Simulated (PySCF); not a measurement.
Gas-phase reaction: HBNH + H₂BNH₂ = B₂H₆ + 2 N

Computed with PySCF (xtb for GFN2) and rigid-rotor harmonic-oscillator thermochemistry at 1 bar. † marks an energy on the PBE0/def2-TZVP geometry and frequencies; other levels use their own. MP2 freezes the core. Open shells (unrestricted): N (multiplicity 4); the rest are closed-shell singlets. GFN2 has no spin-polarisation term. HBNH, H₂BNH₂: computed as isolated molecules; such fragments, hydroxides, amides, oligomers or adducts are transient or little studied in the gas. MP2 isn't extrapolated to the basis-set limit; its ΔH°(298 K) is 970.1 kJ in def2-SVP and 1014.5 kJ in def2-TZVPP. The harmonic model lacks anharmonicity and excited electronic states, which grow with temperature; levels with a mode under 35 cm⁻¹ are left out.

| level | ΔE electronic, kJ | ΔH°(298 K), kJ | ΔS°(298 K), J/K | ΔG°(2000 K), kJ |
|---|---|---|---|---|
| GFN2-xTB | 1758 | 1728 | 100 | 1509 |
| M06-2X/def2-TZVP† | 1042 | 1018 | 101 | 800 |
| MP2/def2-SVP† | 995 | 970 | 101 | 753 |
| PBE/def2-SVP | 1120 | 1095 | 103 | 871 |
| PBE/def2-TZVP† | 1105 | 1081 | 101 | 863 |
| PBE0/def2-SVP† | 1043 | 1018 | 101 | 801 |
| PBE0/def2-TZVP | 1032 | 1007 | 101 | 790 |
ΔH° is lowest at MP2/def2-SVP† and highest at GFN2-xTB. No reference value is set beside these.
